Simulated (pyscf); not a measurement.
Concerted two-bond exchange: `[SiH][PH2]` [singlet] + `[PH3]` → `[PH]=[SiH][PH2]` + `[H][H]`

Gas phase, singlet surface, charge 0. Bonds broken: P1–H3, P6–H7. Bonds formed: Si2–P6, H3–H7. Optimised with ωB97X-D3(BJ)/def2-SVP in PySCF.

Transition state (Å):

```xyz
9

P     -1.1040     0.3458    -1.3519
Si     0.8902     0.6828    -0.5481
H     -1.7293    -0.5038     0.0981
H     -1.6633     1.4969    -0.7254
H      1.5995    -0.6323    -0.7135
P      0.1006     0.4948     1.5286
H     -1.4227    -0.4759     0.9775
H      1.0245     0.6668     2.6009
H     -0.6293     1.6949     1.7076
```

One imaginary mode, 948i cm⁻¹; descent along it reached the two sides named, in the forms told below.

| bond | change | reactant side (Å) | saddle | product side |
|---|---|---|---|---|
| P1–H3 | breaks | 1.428 | 1.793 | 3.4 |
| P6–H7 | breaks | 1.417 | 1.888 | 3.2 |
| Si2–P6 | forms | 2.322 | 2.230 | 2.233 |
| H3–H7 | forms | 2.6 | 0.932 | 0.761 |

Electronic energies relative to the separated reactants (kcal/mol):

```tsv
level	barrier	reaction energy	reverse barrier
ωB97X-D3(BJ)/def2-TZVP	19.0	-18.7	37.7
PBE/def2-TZVP	9.2	-16.8	26.0
r²SCAN/def2-TZVP	10.3	-19.1	29.3
B3LYP-D3(BJ)/def2-TZVP	17.1	-15.2	32.3
PBE0-D3(BJ)/def2-TZVP	12.4	-17.2	29.5
M06-2X/def2-TZVP	22.4	-14.7	37.1
ωB97M-D3(BJ)/def2-TZVP	24.2	-12.5	36.7
HF/def2-TZVP	52.9	-5.2	58.1
```

With ωB97M-D3(BJ)/def2-TZVP energies and thermal terms (ideal gas, 1 atm, RRHO with modes under 100 cm⁻¹ raised to 100, one conformer, R ln 2 for chiral ones without a mode under 150 cm⁻¹), in kcal/mol:

```json
[
 {"T (K)": "298", "ΔH‡": "22.9", "ΔG‡": "35.0", "ΔH": "-13.7", "ΔG": "-11.0"},
 {"T (K)": "600", "ΔH‡": "23.2", "ΔG‡": "47.3", "ΔH": "-12.5", "ΔG": "-8.8"},
 {"T (K)": "900", "ΔH‡": "24.1", "ΔG‡": "59.1", "ΔH": "-11.5", "ΔG": "-7.2"},
 {"T (K)": "1200", "ΔH‡": "25.0", "ΔG‡": "70.7", "ΔH": "-10.9", "ΔG": "-5.9"}
]
```

On the reactant side the descent ends in an adduct with a P–Si contact, 26.2 kcal/mol under the separated species and 45.2 kcal/mol under the saddle at ωB97X-D3(BJ)/def2-TZVP. What is counted as formed (P–Si) is already present as a longer contact in the reactant adduct; forming that adduct is a step of its own. The same reactants have a lower exit, to H₂P–SiH₂–PH₂ (barrier +4.0 kcal/mol at ωB97M-D3(BJ)/def2-TZVP, against +24.2 kcal/mol here). :HSi–PH₂ [singlet] lies 11.4 kcal/mol over its isomer H₂Si=PH (electronic energy, ωB97M-D3(BJ)/def2-TZVP). HP=SiH–PH₂ lies 15.9 kcal/mol over its isomer cyclic H₄P₂Si (SMILES [SiH2]1PP1) (electronic energy, ωB97M-D3(BJ)/def2-TZVP). One saddle was located; it need not be the lowest between these sides.
